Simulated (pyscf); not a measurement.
Optimised with ωB97X-D3(BJ)/def2-SVP in PySCF. Correlated levels are frozen-core, on RHF or UHF. ΔMP2 is the change of the MP2 total energy from the triple- to the quadruple-zeta basis.

Q: For the elementary gas-phase step H₂C=CH–Br (SMILES C=CBr) -> HC≡CH (SMILES C#C) + HBr (SMILES Br) (singlet surface; C–H, Br–C broken, Br–H formed), what barrier and reaction energy does CCSD(T)/def2-TZVPP + ΔMP2(QZVPP) give, measured from the reactant's lowest minimum found?

A: ΔE‡ = 76.3 kcal/mol, ΔE = +32.4 kcal/mol. Zero-point energy shifts the barrier by -5.9 kcal/mol. It is an elimination, with an imaginary mode of 1750i cm⁻¹. One saddle was located; it need not be the lowest between these sides. The CCSD(T) − MP2 part came from Ansatz, without density fitting, on the same reference. The frozen core leaves the outer d or s,p core shells of the metals and heavy elements correlated in the MP2 and CC values, and def2-TZVPP describes them poorly, which can shift differences by a few kcal/mol. Elements up to Kr have no core potential and no relativistic terms here.
